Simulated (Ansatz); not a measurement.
# CH3OS: the cost of one run

Program: Ansatz 0.2.0. Level of theory: RKS PBE0/def2-SVP. These are calculated values, not measurements.

### Step 1. Starting point

Bond lengths: O1–C2 1.427 Å, C2–S3 1.783 Å, O1–H4 0.968 Å, C2–H5 1.104 Å, C2–H6 1.105 Å. Angles: O1–C2–S3 112.4°, O1–C2–H5 107.9°, O1–C2–H6 107.9°, S3–C2–H5 110.3°, S3–C2–H6 110.3°, H5–C2–H6 107.9°, C2–O1–H4 103.6°.

Structure file:

```xyz
6

O    -0.5599   -0.9680   -0.3311
C     0.2976    0.0238    0.2330
S    -0.1278    1.6725   -0.2978
H    -1.1741   -0.4552   -0.8760
H     1.3344   -0.2182   -0.0607
H     0.2297   -0.0549    1.3326
```

### Step 2. Relaxing end A

Input file input.yaml:

```yaml
crystal:
  periodic: [false, false, false]
  atoms:
    - { symbol: O, position_ang: [-0.55989, -0.96799, -0.33107] }
    - { symbol: C, position_ang: [0.29764, 0.02385, 0.23299] }
    - { symbol: S, position_ang: [-0.12781, 1.67248, -0.29779] }
    - { symbol: H, position_ang: [-1.17407, -0.45524, -0.876] }
    - { symbol: H, position_ang: [1.33441, -0.21825, -0.06074] }
    - { symbol: H, position_ang: [0.22972, -0.05487, 1.3326] }
total_charge: -1
basis:
  gaussian: { orbitals: def2-SVP }
hamiltonian:
  xc: pbe0
relax:
  f_tol: 0.015
  max_steps: 40
```

The run is started by

```bash
$ ansatz run input.yaml --threads 1 --pin off --max-ram 2048MiB --backend cpu --events-out ev --progress --plain --runs-dir out
```

**Question.** How long does this run take on 1 thread of Intel Xeon Platinum 8488C (Sapphire Rapids), shared host, and how much memory does it need?

About 6.7 s, with a peak of 0.15 GiB.
